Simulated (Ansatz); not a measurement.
`CCC=C(C)C` + H–F → `CC(C)=CF` + `CC`  (substitution at a C–C bond)

Program: Ansatz. Geometries: PBE0-D4/def2-TZVP. ΔE: electronic, gas phase. CBS: MP2 limit from def2 TZ/QZ plus the TZ coupled-cluster correction, frozen cores. This one scheme is used for every species. DFT in def2-TZVPP. One conformer a species, not always the lowest.

Question: Is it downhill or uphill in electronic energy at CCSD(T)/CBS, and by how much? (Estimate.)

Answer: Computed: Uphill: ΔE = +0.46 eV.

Question: What do these levels give: r2SCAN-D4, ωB97X-V, ωB97M-V, HF/def2-TZVPP, CCSD/def2-TZVPP, MP2/CBS(def2)? (An estimate is asked.)

Answer: Computed: r2SCAN-D4 0.25, ωB97X-V 0.26, ωB97M-V 0.30, HF/def2-TZVPP 0.15, CCSD/def2-TZVPP 0.38, MP2/CBS(def2) 0.58 eV.

Largest T1 diagnostic among the species: 0.011.

In def2-TZVPP, CCSD(T) changes the Hartree–Fock value by +0.26 eV (the triples alone add +0.03 eV) and MP2 by +0.38 eV. From PBE to PBE0 (25 % exact exchange), in def2-TZVPP and without D4, ΔE moves by +0.06 eV.
